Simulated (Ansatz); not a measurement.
Relaxation of BFH4N (7 atoms, charge 0, multiplicity 2), to a largest force component of 0.03 eV/Å in at most 50 steps.

Computed with UKS BHLYP/def2-SVP (Ansatz 0.2.0).

```xyz
7
Properties=species:S:1:pos:R:3
B 0.050 -0.046 0.042
F 0.304 -0.523 1.243
H 0.976 0.360 -0.600
H -1.087 -0.052 -0.335
N -0.353 0.413 3.455
H -0.554 -0.585 3.537
H 0.665 0.433 3.549
```

Question: Where does it end, and by what steps?

Answer: The run converged. After 34 steps the energy has fallen by 1.434 eV; H7 moved furthest, 1.25 Å. Joined: B1–N5 (3.47 → 1.43 Å).

```csv
step,energy less start (eV),largest force component (eV/Å),accepted
0,0.0000,0.476,yes
2,-0.0368,0.871,yes
4,-0.0506,0.118,yes
6,-0.0542,0.261,yes
8,-0.0640,0.262,yes
10,-0.0132,1.513,no
12,-0.0853,0.132,yes
14,-0.1046,0.591,yes
16,-0.1905,1.186,yes
18,-0.4190,1.163,yes
20,-0.8314,1.537,yes
22,-1.1926,1.579,yes
24,-1.2497,1.780,no
26,-1.4045,0.276,yes
28,-1.4286,0.199,yes
30,-1.4341,0.037,yes
32,-1.4344,0.063,yes
34,-1.4345,0.006,yes
```

```xyz
7
Properties=species:S:1:pos:R:3
B 0.049 -0.168 1.031
F 0.143 -1.467 0.662
H 0.892 0.624 0.483
H -0.779 0.538 0.356
N -0.071 0.093 2.431
H -0.087 -0.641 3.121
H -0.147 1.021 2.807
```

Run time: 100 s on 1 thread of Arm Neoverse V1, on a shared host, peak memory 0.14 GiB.
